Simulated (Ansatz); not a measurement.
Barrier from H (doublet) + PH3 (phosphane, SMILES P) to the saddle point below; all geometries are those of the HTBH38 set.
```
P
H 1 1.4140
H 1 1.4140 2 93.50
H 1 1.4844 2 92.53 3 92.73
H 4 1.2642 1 166.75 2 -43.08
```
Charge 0, spin multiplicity 2.

Wanted: barrier height (electronic, no zero-point energy), in kcal/mol. UHF or UKS for unpaired electrons; spin-orbit terms are left out. CBS(X,Y): correlation extrapolated as X^-3, Hartree-Fock from the larger set. A bracket is a step between two methods taken in the basis named. Functionals run without relativity, which enters their misses. 'core' is core correlation in cc-pwCVTZ (1s frozen past Ne), 'X2C' scalar relativity in cc-pVTZ-DK, both at CCSD(T). Where a partner has so few electrons that a lower coupled-cluster level is exact, that level stands in. The UHF reference of H4P (saddle point or complex, doublet) is spin-contaminated (<S^2> up to 0.03 over the pure value in the sets run).

Published benchmark value: 3.1 kcal/mol (Zhao et al., J. Phys. Chem. A 109, 2012 (2005), HTBH38), a best estimate, not a measurement.

Task: How far off this value is PBE/def2-TZVPD (Ansatz, a first-principles code), in which direction, and which of these levels come nearer: B3LYP/def2-TZVPD, CCSD(T)/CBS(aug-cc-pV(T+d)Z,aug-cc-pV(Q+d)Z) + core + X2C?

Result: PBE gives -1.7 kcal/mol, 4.8 kcal/mol below it. Differences of the others: B3LYP/def2-TZVPD (Ansatz) -4.0; CCSD(T)/CBS(aug-cc-pV(T+d)Z,aug-cc-pV(Q+d)Z) + core + X2C (Ansatz) -0.2; CCSD(T)/CBS(aug-cc-pV(T+d)Z,aug-cc-pV(Q+d)Z) + [CCSDT(Q) - CCSD(T)]/aug-cc-pV(D+d)Z + core + X2C (Ansatz) -0.4 kcal/mol. Nearer than PBE: B3LYP/def2-TZVPD, CCSD(T)/CBS(aug-cc-pV(T+d)Z,aug-cc-pV(Q+d)Z) + core + X2C, CCSD(T)/CBS(aug-cc-pV(T+d)Z,aug-cc-pV(Q+d)Z) + [CCSDT(Q) - CCSD(T)]/aug-cc-pV(D+d)Z + core + X2C.
